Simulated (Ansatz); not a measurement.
SnSe (Pnma, No. 62)

Method: r²SCAN (Ansatz, an electronic-structure program, PAW).

Numerical settings: plane-wave cutoff 560 eV, 4×8×8 k mesh (along the axes of the cell as run), Fermi–Dirac smearing 0.01 eV, scalar-relativistic PAW data made under PBE.

Cell (relaxed at this level):

SnSe has the orthorhombic space group Pnma (No. 62), Pearson symbol oP8. Conventional cell: a = 11.6731 Å, b = 4.1225 Å, c = 4.7019 Å, α = β = γ = 90.00°. Se on 4c sees 3 Sn at 2.762–2.769 Å (trigonal pyramidal). Sn on 4c is surrounded by 3 Se at 2.762–2.769 Å (trigonal pyramidal). (Neighbours: up to the widest gap in distance over summed covalent radii, below 1.35, at either atom; cation-cation and far metal-metal contacts left out.)

```yaml
band_gap: 1.11 eV (on the SCF k mesh)
bulk modulus B0: 22.1 GPa
```

Note: for a layered or molecular solid the relaxed cell lies over 5 % above the published volume, where the minimum can be shallow; the cell comes from a level without a dispersion term, which matters for the spacing of layers, chains or molecules; the bulk modulus is −V dP/dV from two relaxed cells at ±2 % in volume; the volume lies 7 % above that of the published cell.

Spin–orbit coupling is not included.

Cost on a shared machine: around 15 core-minutes (rough).
